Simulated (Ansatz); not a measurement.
# CH₅Al (triplet): from Hartree-Fock to the top rungs at distance Al1–H4 along a hydrogen transfer = 1.586 Å, cc-pVDZ

The task here is to estimate one member of a computed series from the others.

Method: cc-pVDZ, core rule «outside noble gas», up to 6 orbitals frozen; program: Ansatz 0.2.0, Gaussian basis.

Plan: UHF; CCSD(T) on ROHF; CCSD(T) on UHF; BCCD(T) on ROHF; CISD; CCSDT(Q) on ROHF; CCSDT(Q) on UHF; CASSCF and NEVPT2, 4 electrons in 4 orbitals.

7 further runs of the same task are left out: 1 for a mislabelled method, 6 that didn't finish.

## The system

The geometry derives from fragments relaxed apart (PBE0/def2-TZVP) and kept rigid, so it is no stationary point. A hydrogen atom is moved between rigid fragments.

7 atoms, charge 0, spin multiplicity 3.

Atoms are counted from 1 here; the program's logs count them from 0.

Bond lengths: Al1–H2 1.586 Å, Al1–H3 1.586 Å, Al1–H4 1.586 Å, C5–H6 1.079 Å, C5–H7 1.079 Å. Angles: H2–Al1–H3 120.0°, H2–Al1–H4 120.0°, H3–Al1–H4 120.0°, H6–C5–H7 134.8°.

The first run:

in.yaml

```yaml
crystal:
  periodic: [false, false, false]
  atoms:
    - {symbol: Al, position_ang: [-1.003946, 0.000000, 0.000000]}
    - {symbol: H, position_ang: [-1.796870, 1.373384, 0.000000]}
    - {symbol: H, position_ang: [-1.796870, -1.373384, 0.000000]}
    - {symbol: H, position_ang: [0.581901, 0.000000, 0.000000]}
    - {symbol: C, position_ang: [2.088054, 0.000000, 0.000000]}
    - {symbol: H, position_ang: [2.502522, 0.000000, 0.996161]}
    - {symbol: H, position_ang: [2.502522, 0.000000, -0.996161]}
basis:
  gaussian: {orbitals: cc-pVDZ}
magnetization: {spin_polarized: true, initial_magnetization: 2}
hamiltonian: {xc: hf}
output: {orbitals: {seedname: orbitals}}
```

Started as:

```console
> ansatz run in.yaml --threads 1 --pin off --events-out ev --progress --plain --max-ram 2393MiB
```

Among the steps run: UHF; CCSD(T) on ROHF; CCSD(T) on UHF; BCCD(T) on ROHF; CISD; CCSDT(Q) on ROHF; CCSDT(Q) on UHF; CASSCF and NEVPT2, 4 electrons in 4 orbitals.

One of the session's tables, all rows but one given; the rest of the session is left out.

```
     method  from UCCSDT(Q) (kJ/mol)
       ROHF                        ?
        UHF                   +618.4
       RMP2                   +131.2
       UMP2                   +132.2
       CISD                    +65.8
      RCCSD                    +15.4
      UCCSD                    +14.9
   RCCSD(T)                     +3.3
   UCCSD(T)                     +3.3
    BCCD(T)                     +3.3
     RCCSDT                     +0.6
     UCCSDT                     +0.5
  RCCSDT(Q)                     +0.1
  UCCSDT(Q)                        0
CASSCF pair                   +596.6
NEVPT2 pair                   +130.4
```

Q: Estimate the row for ROHF from the others.

The run gave: from UCCSDT(Q) (kJ/mol): +645.3. In the column «from UCCSDT(Q) (kJ/mol)» it is the highest.

Caveats from the session: Restricted and unrestricted rows rest on different reference determinants; where their highest levels disagree by more than a few hundredths of an eV, they describe different states and don't form one ladder.
